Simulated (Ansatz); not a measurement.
**Dissociation curves of [CF3]+ (SMILES F[C+](F)F)**

[CF3]+: 4 atoms, total charge +1, spin state singlet. SMILES: `F[C+](F)F`. The coordinates come from a PBE0-D4/def2-TZVP relaxation.

```xyz
4

F     0.6986   -0.1146    1.0054
C     0.0000    0.0000    0.0000
F    -0.6095   -0.9734   -0.4394
F    -0.0890    1.0880   -0.5660
```

The C2–F3 distance is scanned; the parts on either side stay rigid. Basis STO-3G, 4 core orbitals frozen in the correlated methods; program Ansatz 0.2.0. FCI is exact within this basis and core. Energies in eV from each method's value at 1.230 Å; methods without a U are spin-restricted. The shape above is that at 1.230 Å.

| distance (Å) | PBE | r2SCAN | PBE0 | CAM-B3LYP | wB97M-V | MP2 | CCSDT | FCI |
| --- | --- | --- | --- | --- | --- | --- | --- | --- |
| 1.230 | 0.00 | 0.00 | 0.00 | 0.00 | 0.00 | 0.00 | 0.00 | 0.00 |
| 1.537 | 0.16 | 0.36 | 0.52 | 0.51 | 0.52 | 0.62 | 0.25 | 0.25 |
| 1.845 | 2.28 | 2.59 | 2.87 | 2.85 | 2.87 | 2.90 | 2.09 | 2.07 |
| 2.459 | 5.49 | 5.84 | 6.32 | 6.47 | 6.53 | 5.95 | 4.02 | 3.97 |

Departure from the FCI curve at its largest: PBE +1.52 eV at 2.46 Å; r2SCAN +1.87 eV at 2.46 Å; PBE0 +2.35 eV at 2.46 Å; CAM-B3LYP +2.51 eV at 2.46 Å; wB97M-V +2.56 eV at 2.46 Å; MP2 +1.98 eV at 2.46 Å; CCSDT +0.05 eV at 2.46 Å. Restricted functionals keep the electrons paired too, and rise too high.
